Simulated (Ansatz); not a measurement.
# Al2H (doublet): from Hartree-Fock to the top rungs, cc-pVTZ

How much of the correlation energy of Al2H (doublet) does each wave-function method recover here?

Method: cc-pVTZ, core rule «outside noble gas», up to 10 orbitals frozen; program: Ansatz 0.2.0, Gaussian basis.

The runs, in order: UHF; CCSD(T) on ROHF; CCSD(T) on UHF; BCCD(T) on ROHF; CCSDT(Q) on ROHF; CCSDT(Q) on UHF.

27 further runs of the same task are left out: 6 for a known fault of the program, 7 that didn't finish, 14 set aside as unsound or not needed.

## 1. The system

The geometry is a PBE0/def2-TZVP stationary point (not a proven minimum) of the parent state, kept for this charge and spin.

3 atoms, charge 0, spin multiplicity 2.

Atoms are counted from 1 here; the program's logs count them from 0.

Bond lengths: Al1–Al2 2.360 Å, Al1–H3 1.583 Å. Angles: Al2–Al1–H3 180.0°.

## 2. UHF

The input, in.yaml:

```yaml
crystal:
  periodic: [false, false, false]
  atoms:
    - {symbol: Al, position_ang: [0.000000, 0.000000, 0.259056]}
    - {symbol: Al, position_ang: [0.000000, 0.000000, -2.101360]}
    - {symbol: H, position_ang: [0.000000, 0.000000, 1.842303]}
basis:
  gaussian: {orbitals: cc-pVTZ}
magnetization: {spin_polarized: true, initial_magnetization: 1}
hamiltonian: {xc: hf}
output: {orbitals: {seedname: orbitals}}
```

Run with:

```console
ansatz run in.yaml --threads 1 --pin off --events-out ev --progress --plain --max-ram 2393MiB
```

The runs that follow: CCSD(T) on ROHF; CCSD(T) on UHF; BCCD(T) on ROHF; CCSDT(Q) on ROHF; CCSDT(Q) on UHF.

Q: Predict the results of all the runs planned. Wanted: UCCSDT(Q) below the RHF energy; RMP2 from UCCSDT(Q); UMP2 from UCCSDT(Q); RCCSD from UCCSDT(Q); RCCSD(T) from UCCSDT(Q); UCCSD(T) from UCCSDT(Q); RCCSDT(Q) from UCCSDT(Q); T1 diagnostic.

The runs gave:

| quantity | value |
| --- | --- |
| UCCSDT(Q) below the RHF energy | -4.2620 eV |
| RMP2 from UCCSDT(Q) | +1060.8 meV |
| UMP2 from UCCSDT(Q) | +1237.1 meV |
| RCCSD from UCCSDT(Q) | +212.7 meV |
| RCCSD(T) from UCCSDT(Q) | +47.4 meV |
| UCCSD(T) from UCCSDT(Q) | +72.5 meV |
| RCCSDT(Q) from UCCSDT(Q) | -1.8 meV |
| levels within 1 kcal/mol (43 meV) | RCCSDT, UCCSDT, RCCSDT(Q) |
| T1 diagnostic | 0.024 |

RCCSD(T) lands +47.4 meV from the yardstick (1.1 % of the correlation energy). CCSD(T) misses by +47.4 meV on the restricted determinant and by +72.5 meV on the unrestricted one; the two need not hold the same state or core. These misses are within one basis, not against nature; the frozen cores of restricted and unrestricted runs differ, which can shift their rows.
